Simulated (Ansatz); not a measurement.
C2H2O2S, relaxed with RKS PBE-D4/def2-SVP in Ansatz from a rough embedded geometry. The force threshold is 0.03 eV/Å; the program also tests the step.

Charge 0, multiplicity 1. The bonds changed during the relaxation, so this is another structure than the one it started from.

Start:

```xyz
7

O    -1.621    0.048    0.420
C    -0.698   -0.599   -0.298
C     0.583   -0.237   -0.360
S     1.400    0.994    0.390
O    -0.217   -0.052   -1.470
H    -2.073   -0.703    0.983
H     2.625    0.550    0.336
```

Q: By how much does the energy fall, and how many steps does the optimiser take? (An estimate is asked.)

A: Ansatz gave: 338.97 kJ/mol, in 17 steps, 2 of them rejected.

Q: Which bonds change most? (Best estimate.)

A: Ansatz gave: C2–O5 from 1.380 to 1.229 Å; C2–C3 from 1.332 to 1.449 Å; S4–H7 from 1.304 to 1.384 Å; O1–H6 from 1.042 to 0.983 Å.

Q: Give the relaxed structure. (Best estimate.)

A: Ansatz gave: 
```xyz
7

O    -1.460   -0.371    0.749
C    -0.597   -0.278   -0.288
C     0.810   -0.323    0.054
S     1.616    1.105    0.229
O    -0.931   -0.289   -1.471
H    -2.348   -0.489    0.344
H     2.912    0.645    0.384
```
